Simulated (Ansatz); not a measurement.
# Which method gave which barrier?

Saddle point of CH4AlF, singlet (CH₄AlF ([CH3][AlH][F]) → CH₃Al ([CH3][Al]) + HF; bonds formed: F2–H3; bonds broken: Al1–F2, Al1–H3), PBE0-D4/def2-TZVP structure:

```xyz
7
angstrom
Al 0.2777 -0.6274 -0.8301
F -1.1933 -1.7656 -0.2812
H -0.5664 -2.1027 -1.2239
C 0.3696 0.8999 0.3913
H 0.5239 0.5459 1.4172
H 1.1696 1.6047 0.1515
H -0.5812 1.4453 0.3753
```

Ansatz 0.2.0; basis: def2-TZVPP, with def2-QZVPP for the basis limit; cores frozen in the correlated methods. B3LYP uses VWN-RPA correlation. Extrapolation: Hartree–Fock as exp(−7.88 √X), correlation as X^−2.97. Four methods, as single points on the PBE0-D4 structures, gave these electronic barriers from the start structure: 72.88, 78.78, 82.08, 99.47 kcal/mol.

The methods were, in alphabetical order, B3LYP-D4, BLYP-D4, CCSD(T), HF. Which gave which? (Judge from chemistry; the calculation decides.)

By the calculation: BLYP-D4 72.88; B3LYP-D4 78.78; CCSD(T) 82.08; HF 99.47 kcal/mol. For comparison, CCSD(T) at an estimated basis limit (MP2 extrapolated from triple and quadruple zeta, plus CCSD(T) − MP2 in triple zeta) gives 82.49 kcal/mol.

No T1 diagnostic of these runs exceeds 0.015. The restricted Hartree–Fock reference is unstable towards an unrestricted one at one or more of these structures.

Labels in which every atom is bracketed show which atoms are joined, not bond orders.

For scale, one of the runs: CCSD(T)/def2-TZVPP, 160 basis functions (an equivalent command: `ansatz run in.yaml --threads 2`). Hardware: 2 CPU threads, shared host. Wall time 22 s; peak host memory 1.1 GiB.
